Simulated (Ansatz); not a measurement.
hcp Ru, treated with revPBE in Ansatz (plane waves, PAW).

Settings: plane-wave cutoff 520 eV, 24×24×14 k mesh (along the axes of the cell as run), Fermi–Dirac smearing 0.05 eV, no spin polarisation, scalar-relativistic PAW data made under PBE.

Computed at the level's own relaxed cell.

Q: What does this level give for the bulk modulus B0, pressure derivative B′ of the bulk modulus and lattice parameter c?

A: 
bulk modulus B0: 299 GPa
pressure derivative B′ of the bulk modulus: 4.9
lattice parameter c: 4.306 Å

The run finds no gap.

Measured, for comparison: bulk modulus 318 GPa (zero-point energy and finite temperature contributions removed, our sources range from 318 to 336; as tabulated in doi:10.1021/acs.jctc.3c00612); lattice parameter c 4.282 Å (293 K, not corrected to a static lattice; as tabulated in Wikipedia's data pages). Computed (rounded) less measured: bulk modulus -6 % (-6 % to -11 % over the range), lattice parameter c +0.6 %.

Note: the bulk modulus comes from volumes at which shape and atoms were relaxed.

The computed numbers hold no vibrational or temperature effects.

Ansatz is a program for electronic structure.
